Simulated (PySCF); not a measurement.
**Si: electron affinity**

Si⁻ [Ne] 3s2 3p3 (4S) → Si [Ne] 3s2 3p2 (3P), as a difference of total energies. All numbers are calculated (PySCF 2.14, the spin-free X2C one-electron Hamiltonian (Gaussian nucleus), in x2c-QZVPPall with one added diffuse shell each of s, p, d, f type (10s7p5d3f1g, 86 functions)). Correlated levels: valence: [Ne] frozen. The calculations carry no spin-orbit coupling.

| method | electron affinity (eV) |
| --- | --- |
| UHF | 0.840 |
| MP2 (valence) | 1.392 |
| SCS-MP2 (valence) | 1.209 |
| CCSD (valence) | 1.325 |
| CCSD(T) (valence) | 1.391 |

Problem. How much does correlation contribute at CCSD(T) (valence)?

Solution. 1.391 − (0.840) = 0.551 eV, measured against UHF.

The reference lies between the lowest fine-structure levels, while these numbers refer to the centres of the terms.

Errors of the correlated levels include the incompleteness of this basis and the frozen core.

For comparison: 1.390 eV (measured; photodetachment measurements, as compiled on the Wikipedia data page of electron affinities).
